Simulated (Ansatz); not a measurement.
Conformers of C₅H₁₀O₂ (`CC1CCOCO1`), each relaxed with PBE0-D4/def2-TZVP in Ansatz. CBS adds the triple-zeta coupled-cluster correction to the MP2 limit.

Not all of them had a frequency check.

Conformer A:

Cartesian coordinates in Å:
```
C -1.053 1.847 -0.459
C -0.137 0.654 -0.372
C -0.870 -0.663 -0.162
C 0.140 -1.764 0.102
O 1.010 -1.396 1.152
C 1.645 -0.189 0.862
O 0.755 0.872 0.711
H -0.477 2.763 -0.596
H -1.742 1.738 -1.300
H -1.638 1.941 0.459
H 0.461 0.578 -1.298
H -1.538 -0.564 0.699
H -1.477 -0.905 -1.039
H -0.342 -2.695 0.404
H 0.727 -1.964 -0.809
H 2.244 -0.301 -0.061
H 2.291 0.048 1.707
```

Conformer B:

```xyz
17

C    -0.075    1.187    1.349
C    -0.261    1.000   -0.147
C    -1.182   -0.162   -0.513
C    -0.450   -1.484   -0.372
O     0.759   -1.449   -1.104
C     1.566   -0.404   -0.652
O     0.984    0.850   -0.828
H    -1.026    1.473    1.806
H     0.649    1.982    1.538
H     0.272    0.282    1.851
H    -0.676    1.925   -0.556
H    -2.078   -0.150    0.114
H    -1.497   -0.049   -1.554
H    -1.039   -2.309   -0.774
H    -0.235   -1.707    0.684
H     2.475   -0.414   -1.253
H     1.816   -0.570    0.410
```

Problem. Which is lowest in electronic energy at CCSD(T)/CBS (frozen core, def2 sets), and by how much? (Best estimate.)

Solution. Computed: A; B lies 12.9 kJ/mol higher.

Problem. Give the energies relative to A (kJ/mol) with PBE-D4/def2-TZVPP, B2PLYP/def2-TZVPP, PBE0/def2-TZVPP, MP2/def2-TZVPP, CCSD/def2-TZVPP, MP2/CBS(def2), CCSD/CBS(def2). (Estimate.)

Solution. Ansatz gave: 
```
            level     B
PBE-D4/def2-TZVPP  13.0
B2PLYP/def2-TZVPP  14.2
  PBE0/def2-TZVPP  14.2
   MP2/def2-TZVPP  13.0
  CCSD/def2-TZVPP  12.7
    MP2/CBS(def2)  13.5
   CCSD/CBS(def2)  13.2
```
